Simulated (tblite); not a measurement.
Compound: C2H5O2S (doublet state).
Numbering: `[CH2:1][S@@:2](=[O:3])[O:4][CH3:5]` (hydrogens: H6, H7 on C1; H8, H9, H10 on C5)

Computed geometry: GFN2-xTB, gas phase. This method treats the open shell by occupation alone, without spin polarisation.

(1) Give the optimised bond lengths and angles.

## Answers

(1) 
| bond | length (pm) |
| --- | --- |
| C1–S2 | 172.8 |
| S2=O3 | 145.1 |
| S2–O4 | 169.4 |
| O4–C5 | 140.3 |
| C1–H6 | 107.5 |
| C1–H7 | 107.5 |
| C5–H8, C5–H9, C5–H10 | 109.3 |

Bonds in one row agree within 1 pm and their mean is given. A selection of angles:
| angle | degrees |
| --- | --- |
| S2–C1–H6 | 115.9 |
| S2–C1–H7 | 117.1 |
| H6–C1–H7 | 117.4 |
| C1–S2–O3 | 109.3 |
| C1–S2–O4 | 97.5 |
| O3–S2–O4 | 108.9 |
| S2–O4–C5 | 115.3 |
| O4–C5–H8 | 106.9 |
| O4–C5–H9 | 111.2 |
| O4–C5–H10 | 110.5 |
| H8–C5–H9 | 109.5 |

Dihedral angles: C1–S2–O4–C5 -164° (antiperiplanar).

S2 (sulfur bonded to C and 2 O) is pyramidal (angles 109.3°, 108.9° and 97.5°, sum 315.7°, 0.63 Å off the plane of its three neighbours). Of the pairs four or more bonds apart, O3···H10 is among the closest relative to their van der Waals radii: 2.50 Å, 92 % of the sum of Bondi's values. The 2 O–S bonds span 1.451 Å (S2=O3, drawn double in one of several resonance forms) to 1.694 Å (S2–O4, drawn single), a spread of 0.243 Å. C1 (carbon bonded to S and 2 H) has angles 117.4°, 117.1° and 115.9°, sum 350.4°, 0.22 Å off the plane of its three neighbours.

Point group: C1 (no symmetry element, even within 0.4 Å). Its GFN2-xTB frequencies are all real (lowest 61 cm⁻¹). Torsions: H–C1–S2–O3 179° and 34°, C1–S2–O4–C5 -164°. 2 starts were optimised and ended at 0.00 and 1.14 kcal/mol (GFN2-xTB); the lowest of these is shown.

One conformer stands for the species.
